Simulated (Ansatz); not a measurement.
# AlNH₂+ (doublet): wave-function methods side by side, def2-TZVPP

One table from this session's results is given with a row withheld; the runs are named, their logs left out.

Computed with Ansatz 0.2.0, Gaussian basis. Level: def2-TZVPP, core rule «outside noble gas», up to 6 orbitals frozen.

Plan: UHF; ROHF; CCSD(T) on UHF.

2 further runs of the same task are left out: 2 set aside as unsound or not needed.

### The system

The geometry is a PBE0/def2-TZVP stationary point (not a proven minimum) of the parent state, kept for this charge and spin.

4 atoms, charge 1, spin multiplicity 2.

Atoms are counted from 1 here; the program's logs count them from 0.

Bond lengths: Al1–N2 1.768 Å, Al1–H3 1.611 Å, N2–H4 1.009 Å. Angles: N2–Al1–H3 113.2°, Al1–N2–H4 161.1°.

Geometry (Å):

```
atom   x (Å)    y (Å)    z (Å)
 Al1  0.0000  -0.0849   0.6205
  N2  0.0000   0.0356  -1.1435
  H3  0.0000   1.3500   1.3538
  H4  0.0000   0.4271  -2.0731
```

Set-up of the first run:

in.yaml

```yaml
crystal:
  periodic: [false, false, false]
  atoms:
    - {symbol: Al, position_ang: [0.000000, -0.084877, 0.620504]}
    - {symbol: N, position_ang: [0.000000, 0.035620, -1.143535]}
    - {symbol: H, position_ang: [0.000000, 1.349999, 1.353786]}
    - {symbol: H, position_ang: [0.000000, 0.427096, -2.073077]}
basis:
  gaussian: {orbitals: def2-TZVPP}
total_charge: 1
magnetization: {spin_polarized: true, initial_magnetization: 1}
hamiltonian: {xc: hf}
output: {orbitals: {seedname: orbitals}}
```

The run is started by

```bash
> ansatz run in.yaml --threads 1 --pin off --events-out ev --progress --plain --max-ram 2816MiB --backend cpu
```

Among the steps run: UHF; ROHF; CCSD(T) on UHF.

One of the session's tables, all rows but one given; the rest of the session is left out.

It belongs to the step «Misses and costs». 

```
  method  from UCCSD(T) (meV)
    ROHF              +7190.2
     UHF                    ?
    UMP2               +911.9
   UCCSD               +236.7
UCCSD(T)                    0
```

Estimate the missing values for UHF.

**Answer.** from UCCSD(T) (meV): +7047.1. In the column «from UCCSD(T) (meV)» it lies between UMP2 (+911.9) and ROHF (+7190.2).
